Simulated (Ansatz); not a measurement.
System: CH₃, charge 0, doublet. CH3 (SMILES [CH3], doublet).
B3LYP-D3(BJ)/def2-TZVP minimum from Ansatz (a first-principles code):
```
C
H 1 1.0789
H 1 1.0789 2 120.00
H 1 1.0789 2 120.00 3 -180.00
```
Charge 0, spin multiplicity 2.

Total energies in cc-pVQZ, 7 correlated electrons, 1 frozen orbitals. UHF or UKS for unpaired electrons; spin-orbit terms are left out. Correlated methods leave the cores frozen. No relativity.

| method | program | energy (Eh) | minus CCSDT(Q) (mEh) |
|---|---|---|---|
| HF | Ansatz | -39.58026 | 192.75 |
| MP2 | Ansatz | -39.74862 | 24.39 |
| CCSD | Ansatz | -39.76716 | 5.85 |
| CCSD(T) | Ansatz | -39.77245 | 0.57 |
| CCSDT(Q) | Ansatz | -39.77302 | 0.00 |

Rough core times of Ansatz's runs on a shared machine: CCSD(T) 20 s, CCSDT(Q) 30 min.
